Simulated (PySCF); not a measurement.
# CN, SMILES `[C]#N` (charge 0, multiplicity 2)

The numbers are results of PBE-D3(BJ)/def2-TZVP (PySCF), not measurements.

```
Quantity                                               Value
-----------------------------  -----------------------------
highest occupied spin orbital                       -9.35 eV
dipole moment                                         1.13 D
total energy                                     -92.6431 Ha
cost                           around 5 core-seconds (rough)
```

Bond lengths (Å): C1–N2 1.174.
Charge 0, spin multiplicity 2.
